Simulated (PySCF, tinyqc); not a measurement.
Worked calculation: RKS/B3LYP (VWN-RPA form) in the sto-6g basis, for CH+, spin multiplicity 1. The lowest restricted solution is unstable here: a spin-polarised one lies 0.0049 hartree lower (PySCF). One step of it, computed by the program tinyqc.

Task: Iteration 1: building the Kohn-Sham matrix. J_ij = sum D_kl (ij|kl), K_ij = sum D_kl (ik|jl); F = H + J - 0.1 K + V_xc; E = tr D H + tr D J / 2 - 0.05 tr D K + E_xc + E_nn.

D at the start, lower triangle:
```
            1C 1s      1C 2s    1C 2px    1C 2py     1C 2pz     2H 1s
1C 1s    0.000395
1C 2s   -0.002754   0.019194
1C 2px   0.000000   0.000000  2.000000
1C 2py   0.000000   0.000000  0.000000  2.000000
1C 2pz  -0.002922   0.020364  0.000000  0.000000   0.021604
2H 1s    0.028706  -0.200072  0.000000  0.000000  -0.212259  2.085434
```

core Hamiltonian H = T + V (hartree), lower triangle:
```
             1C 1s      1C 2s     1C 2px     1C 2py     1C 2pz      2H 1s
1C 1s   -18.208485
1C 2s    -4.176681  -4.936849
1C 2px    0.000000   0.000000  -3.940014
1C 2py    0.000000   0.000000   0.000000  -3.940014
1C 2pz   -0.005495  -0.060613   0.000000   0.000000  -3.969349
2H 1s    -0.148609  -0.517487   0.000000   0.000000  -0.539226  -2.085124
```

Two-electron integrals (ij|kl) in chemists' order, unique and non-zero (hartree):
```
(11|11) 3.543743   (21|11) 0.529462   (21|21) 0.100317   (22|11) 0.853596
(22|21) 0.199930   (22|22) 0.624844   (31|31) 0.021271   (32|31) 0.031868
(32|32) 0.138108   (33|11) 0.853598   (33|21) 0.199930   (33|22) 0.624843
(33|33) 0.673218   (41|41) 0.021271   (42|41) 0.031868   (42|42) 0.138108
(43|43) 0.036281   (44|11) 0.853598   (44|21) 0.199930   (44|22) 0.624843
(44|33) 0.600655   (44|44) 0.673218   (51|51) 0.021271   (52|51) 0.031868
(52|52) 0.138108   (53|53) 0.036281   (54|54) 0.036281   (55|11) 0.853598
(55|21) 0.199930   (55|22) 0.624843   (55|33) 0.600655   (55|44) 0.600655
(55|55) 0.673218   (61|11) 0.019459   (61|21) 0.003562   (61|22) 0.007026
(61|33) 0.007001   (61|44) 0.007001   (61|51) 0.000237   (61|52) 0.000467
(61|55) 0.007076   (61|61) 0.000130   (62|11) 0.071185   (62|21) 0.017055
(62|22) 0.062089   (62|33) 0.060512   (62|44) 0.060512   (62|51) 0.001674
(62|52) 0.012957   (62|55) 0.065243   (62|61) 0.000630   (62|62) 0.010142
(63|31) 0.001440   (63|32) 0.008288   (63|53) 0.002267   (63|63) 0.000932
(64|41) 0.001440   (64|42) 0.008288   (64|54) 0.002267   (64|64) 0.000932
(65|11) 0.072993   (65|21) 0.017664   (65|22) 0.067515   (65|33) 0.064587
(65|44) 0.064587   (65|51) 0.002833   (65|52) 0.020522   (65|55) 0.073371
(65|61) 0.000672   (65|62) 0.012929   (65|65) 0.017105   (66|11) 0.269002
(66|21) 0.065418   (66|22) 0.267911   (66|33) 0.258933   (66|44) 0.258933
(66|51) 0.005457   (66|52) 0.058889   (66|55) 0.285867   (66|61) 0.002410
(66|62) 0.065311   (66|65) 0.090183   (66|66) 0.774999
```

nuclear repulsion = 1.61498640 hartree

V_xc (hartree), lower triangle:
```
            1C 1s      1C 2s     1C 2px     1C 2py     1C 2pz      2H 1s
1C 1s   -0.775821
1C 2s   -0.140234  -0.411030
1C 2px   0.000000   0.000000  -0.446890
1C 2py   0.000000   0.000000   0.000000  -0.446890
1C 2pz  -0.005570  -0.004651   0.000000   0.000000  -0.339301
2H 1s   -0.005056  -0.042954   0.000000   0.000000  -0.048697  -0.428418
```

E_xc = sum of w rho eps_xc = -2.07323324 hartree

Give: Coulomb J; exchange K; Kohn-Sham matrix F; total energy of this density.

Result:

Coulomb J (hartree), lower triangle:
```
         1C 1s   1C 2s  1C 2px  1C 2py  1C 2pz   2H 1s
1C 1s   3.9503
1C 2s   0.9298  3.0297
1C 2px  0.0000  0.0000  3.0607
1C 2py  0.0000  0.0000  0.0000  3.0607
1C 2pz  0.0107  0.1144  0.0000  0.0000  2.9677
2H 1s   0.0328  0.3718  0.0000  0.0000  0.4377  2.6011
```

exchange K (hartree), lower triangle:
```
          1C 1s   1C 2s  1C 2px  1C 2py  1C 2pz   2H 1s
1C 1s    0.0858
1C 2s    0.1278  0.5581
1C 2px   0.0000  0.0000  1.4200
1C 2py   0.0000  0.0000  0.0000  1.4200
1C 2pz  -0.0001  0.0081  0.0000  0.0000  0.1586
2H 1s    0.0044  0.1035  0.0000  0.0000  0.1222  1.5567
```

Kohn-Sham matrix F (hartree), lower triangle:
```
           1C 1s    1C 2s   1C 2px   1C 2py   1C 2pz    2H 1s
1C 1s   -15.0426
1C 2s    -3.3998  -2.3740
1C 2px    0.0000   0.0000  -1.4682
1C 2py    0.0000   0.0000   0.0000  -1.4682
1C 2pz   -0.0004   0.0483   0.0000   0.0000  -1.3568
2H 1s    -0.1213  -0.1990   0.0000   0.0000  -0.1625  -0.0681
```

total energy of this density = -12.019814 hartree

This density is the starting one.
